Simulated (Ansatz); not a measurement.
A structure relaxed at PBE0-D4/def2-TZVPD in Ansatz, charge -1, singlet:

```xyz
3

B    -1.111    0.035    0.037
P     0.561    0.780   -0.647
P     0.551   -0.816    0.610
```

(1) Give its formula and point group.

(2) Summarise the bond lengths by kind (pairs closer than 1.2 times the sum of covalent radii, bridged metal pairs left out).

Results:

(1) the cluster BP₂⁻. Point group C2v (tolerance 0.1 Å).

(2) 2 × B–P 1.95 Å; 1 × P–P 2.03 Å.

The restricted singlet is unstable towards broken spin symmetry in Hartree–Fock (as tested in another run); at PBE0-D4/def2-TZVPD this wasn't settled. The highest occupied level of the charge -1 singlet lies above zero (up to 0.17 eV). The electron is either unbound and held by the finite basis, or the level is raised by self-interaction error. Another isomer (triplet) lies 1.16 eV lower at PBE0-D4/def2-TZVPD; other spin states weren't run for this one.
